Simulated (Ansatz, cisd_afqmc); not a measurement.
Species: CH2O, charge 1, doublet. CH2O+ (parent SMILES C=O, doublet).
B3LYP-D3(BJ)/def2-TZVP minimum from Ansatz (a program for electronic structure):
```xyz
4

O      0.0009     0.0100     0.6637
C     -0.0007    -0.0079    -0.5229
H      0.0058     0.9515    -1.1008
H     -0.0087    -0.9841    -1.0717
```
Charge +1, spin multiplicity 2.

Total energies in aug-cc-pVDZ, 11 correlated electrons, 2 frozen orbitals. UHF or UKS for unpaired electrons; spin-orbit terms are left out. Cores are frozen in correlated methods. No relativity. The Monte Carlo rows (phaseless AFQMC, CISD trial, step 0.005/hartree) carry one-sigma bars that omit the constraint's bias. Outlying blocks are dropped, and bars are widened where a walk drifts. Over all cases where full CI ran beside it in this data, AFQMC minus full CI had a median of +0.1 mEh and passed +0.4 mEh in a tenth of the cases. The UHF reference of CH2O+ (parent SMILES C=O, doublet) is spin-contaminated (<S^2> up to 0.04 over the pure value in the sets run).

```csv
method,program,energy (Eh),minus CCSDT(Q) (mEh)
HF,Ansatz,-113.53759,314.30
MP2,Ansatz,-113.80825,43.65
CCSD,Ansatz,-113.84001,11.89
CCSD(T),Ansatz,-113.84998,1.92
CCSDT(Q),Ansatz,-113.85190,0.00
AFQMC/CISD,cisd_afqmc,-113.8512 ± 0.0004,0.7 ± 0.4
```

Rough core times of Ansatz's runs on a shared machine: CCSD(T) under 20 s, CCSDT(Q) 4 min.
